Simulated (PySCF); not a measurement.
Molecule: disiloxane (SMILES O([SiH3])[SiH3]).

Bonds (- single, = double, # triple, : aromatic): Si1-O2, O2-Si3. Si1 carries H4, H5, H6; Si3 carries H7, H8, H9.

Frames of a GFN2-xTB Langevin trajectory at 200 K; GIAO PBE0/pcSseg-1 shieldings in PySCF, gas phase, non-relativistic; equivalent atoms averaged within each frame.

δ = σ(ref) − σ, references computed at the same level: 29Si (σref 349.16) and 1H (σref 31.72) against TMS; H2O for 17O (σref 336.08). The references are static minima.

Q: How do the shifts (ppm) fluctuate along the trajectory?

A: 
```csv
time (fs),Si1/Si3,O2,H4/H5/H6/H7/H8/H9
optimised geometry,-43.4,-12.8,5.13
250,-45.6,-14.9,5.17
425,-42.4,-5.5,5.34
625,-40.0,-2.5,5.46
800,-45.5,-5.8,5.37
1000,-43.0,-13.3,4.91
mean of frames,-43.3,-8.4,5.25
standard deviation,2.4,5.4,0.22
```

5 frames give an uncertainty of the mean of about the standard deviation over 2.2 at best, since frames this close in time may not be independent; classical motion lacks zero-point vibration, and the reference would need the same averaging.
